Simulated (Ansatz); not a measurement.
# CH₅ (doublet): wave-function methods side by side at distance C1–H5 along a hydrogen transfer = 1.090 Å, 6-31G

How much of the correlation energy of CH₅ (doublet) does each wave-function method recover here?

Computed with Ansatz 0.2.0, Gaussian basis. Level: 6-31G, core rule «outside noble gas», up to 1 orbitals frozen.

The runs, in order: UHF; CCSD(T) on ROHF; CCSD(T) on UHF; BCCD(T) on ROHF; CISD; CCSDT(Q) on ROHF; CCSDT(Q) on UHF; CCSDTQ on ROHF; CASSCF and MRCISD+Q, 3 electrons in 3 orbitals; CASSCF and NEVPT2, 3 electrons in 3 orbitals; CASSCF and MRCISD+Q, 9 electrons in 9 orbitals; CASSCF and NEVPT2, 9 electrons in 9 orbitals; Full CI.

7 further runs of the same task are left out: 1 for a mislabelled method, 5 that didn't finish, 1 set aside as unsound or not needed.

**1. The system**

The geometry derives from fragments relaxed apart (PBE0/def2-TZVP) and kept rigid, so it is no stationary point. A hydrogen atom is moved between rigid fragments.

6 atoms, charge 0, spin multiplicity 2.

Atoms are counted from 1 here; the program's logs count them from 0.

Bond lengths: C1–H2 1.090 Å, C1–H3 1.090 Å, C1–H4 1.090 Å, C1–H5 1.090 Å. Angles: H2–C1–H3 109.5°, H2–C1–H4 109.5°, H2–C1–H5 109.5°, H3–C1–H4 109.5°, H3–C1–H5 109.5°, H4–C1–H5 109.5°.

**2. UHF**

in.yaml

```yaml
crystal:
  periodic: [false, false, false]
  atoms:
    - {symbol: C, position_ang: [-0.137680, 0.000000, 0.000000]}
    - {symbol: H, position_ang: [-0.500885, 1.027301, 0.000000]}
    - {symbol: H, position_ang: [-0.500885, -0.513650, 0.889668]}
    - {symbol: H, position_ang: [-0.500885, -0.513650, -0.889669]}
    - {symbol: H, position_ang: [0.951937, 0.000000, 0.000000]}
    - {symbol: H, position_ang: [2.191320, 0.000000, 0.000000]}
basis:
  gaussian: {orbitals: 6-31G}
magnetization: {spin_polarized: true, initial_magnetization: 1}
hamiltonian: {xc: hf}
output: {orbitals: {seedname: orbitals}}
```

On the command line:

```bash
> ansatz run in.yaml --threads 1 --pin off --events-out ev --progress --plain --max-ram 2393MiB
```

After this run come: CCSD(T) on ROHF; CCSD(T) on UHF; BCCD(T) on ROHF; CISD; CCSDT(Q) on ROHF; CCSDT(Q) on UHF; CCSDTQ on ROHF; CASSCF and MRCISD+Q, 3 electrons in 3 orbitals; CASSCF and NEVPT2, 3 electrons in 3 orbitals; CASSCF and MRCISD+Q, 9 electrons in 9 orbitals; CASSCF and NEVPT2, 9 electrons in 9 orbitals; Full CI.

Before running them: what should the planned runs give, taken together? Wanted: FCI below the RHF energy; RMP2 from FCI; UMP2 from FCI; RCCSD from FCI; RCCSD(T) from FCI; UCCSD(T) from FCI; RCCSDT(Q) from FCI; UCCSDT(Q) from FCI; NEVPT2 pair from FCI.

**Answer**, as computed:

| quantity | value |
| --- | --- |
| FCI below the RHF energy | -3.3806 eV |
| RMP2 from FCI | +13.91 kcal/mol |
| UMP2 from FCI | +13.77 kcal/mol |
| RCCSD from FCI | +1.30 kcal/mol |
| RCCSD(T) from FCI | +0.21 kcal/mol |
| UCCSD(T) from FCI | +0.21 kcal/mol |
| RCCSDT(Q) from FCI | 0.00 kcal/mol |
| UCCSDT(Q) from FCI | 0.00 kcal/mol |
| NEVPT2 pair from FCI | +11.91 kcal/mol |
| NEVPT2 valence from FCI | +5.89 kcal/mol |
| MRCISD+Q valence from FCI | +0.05 kcal/mol |
| levels within 1 kcal/mol (43 meV) | RCCSD(T), UCCSD(T), BCCD(T), RCCSDT, UCCSDT, RCCSDT(Q), UCCSDT(Q), RCCSDTQ, MRCISD valence, MRCISD+Q valence |
| T1 diagnostic | 0.014 |
| effectively unpaired electrons | 1.02 |

**Reading.** RCCSD(T) misses by +0.21 kcal/mol, 0.3 % of the correlation energy. One determinant dominates. Of the multireference levels listed MRCISD+Q valence comes nearest in total energy (+0.05 kcal/mol), which doesn't show that its space is the better one. These misses are within one basis, not against nature; the frozen cores of restricted and unrestricted runs differ, which can shift their rows.
